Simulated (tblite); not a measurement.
Compound: C6H11 (doublet state).
Numbering: `[CH3:1][C@@H:2]1[CH:3][C@@H:4]([CH3:5])[CH2:6]1` (hydrogens: H7, H8, H9 on C1; H10 on C2; H11 on C3; H12 on C4; H13, H14, H15 on C5; H16, H17 on C6)

A start from a force field or distance geometry was refined with tblite, GFN2-xTB geometry optimisation, gas phase. Values at the start:

```
 coordinate    start
      C1–C2  1.532 Å
      C1–H7  1.090 Å
      C2–C3  1.467 Å
      C2–C6  1.544 Å
     C2–H10  1.083 Å
     C3–H11  1.082 Å
      C4–C5  1.510 Å
     C6–H16  1.082 Å
   C1–C2–C3   113.8°
   C1–C2–C6   115.8°
   C2–C3–C4    93.2°
   C2–C6–C4    87.6°
   C3–C2–C6    87.8°
   C3–C4–C5   115.8°
C1–C2–C3–C4    -131°
C1–C2–C6–C4     129°
C2–C3–C4–C5    -105°
C3–C4–C6–C2     -13°
```

Problem. How do these coordinates change at the GFN2-xTB level?

Solution. 
```json
{"coordinate": "C4–C5", "GFN2-xTB (Å or °)": "1.530", "change": "+0.020"}
{"coordinate": "C2–C3", "GFN2-xTB (Å or °)": "1.484", "change": "+0.017"}
{"coordinate": "C2–H10", "GFN2-xTB (Å or °)": "1.099", "change": "+0.016"}
{"coordinate": "C3–H11", "GFN2-xTB (Å or °)": "1.071", "change": "-0.011"}
{"coordinate": "C6–H16", "GFN2-xTB (Å or °)": "1.087", "change": "+0.005"}
{"coordinate": "C2–C6", "GFN2-xTB (Å or °)": "1.546", "change": "+0.002"}
{"coordinate": "C1–C2", "GFN2-xTB (Å or °)": "1.530", "change": "-0.002"}
{"coordinate": "C1–H7", "GFN2-xTB (Å or °)": "1.088", "change": "-0.002"}
{"coordinate": "C1–C2–C3", "GFN2-xTB (Å or °)": "116.7", "change": "+2.9"}
{"coordinate": "C2–C6–C4", "GFN2-xTB (Å or °)": "89.6", "change": "+2.0"}
{"coordinate": "C2–C3–C4", "GFN2-xTB (Å or °)": "94.5", "change": "+1.3"}
{"coordinate": "C3–C4–C5", "GFN2-xTB (Å or °)": "116.3", "change": "+0.5"}
{"coordinate": "C1–C2–C6", "GFN2-xTB (Å or °)": "116.1", "change": "+0.3"}
{"coordinate": "C3–C2–C6", "GFN2-xTB (Å or °)": "88.0", "change": "+0.2"}
{"coordinate": "C3–C4–C6–C2", "GFN2-xTB (Å or °)": "-1", "change": "+12"}
{"coordinate": "C2–C3–C4–C5", "GFN2-xTB (Å or °)": "-117", "change": "-12"}
{"coordinate": "C1–C2–C3–C4", "GFN2-xTB (Å or °)": "-119", "change": "+12"}
{"coordinate": "C1–C2–C6–C4", "GFN2-xTB (Å or °)": "119", "change": "-10"}
```

The energy falls by 4.0 kcal/mol over 75 L-BFGS steps, the largest force on an atom goes from 1.51 to 0.009 eV/Å, and the atoms move by 0.209 Å rms after alignment. The bond that changes most is C4–C5 (ends: carbon bonded to 3 C and H; carbon bonded to C and 3 H), which lengthens by 0.020 Å. Bonds longer at the end by more than 0.005 Å: 6 of 17; shorter: 7. Among the dihedrals that turn most is H11–C3–C4–H12, from -90° to -60°. Rotational constants go from 8799, 2380, 2157 to 9022, 2306, 2077 MHz.

Time: 0.52 s. Hardware: an Arm Neoverse N1 with one thread, no GPU, on a shared host.

Its GFN2-xTB frequencies are all real (lowest 68 cm⁻¹).

These are computed values.
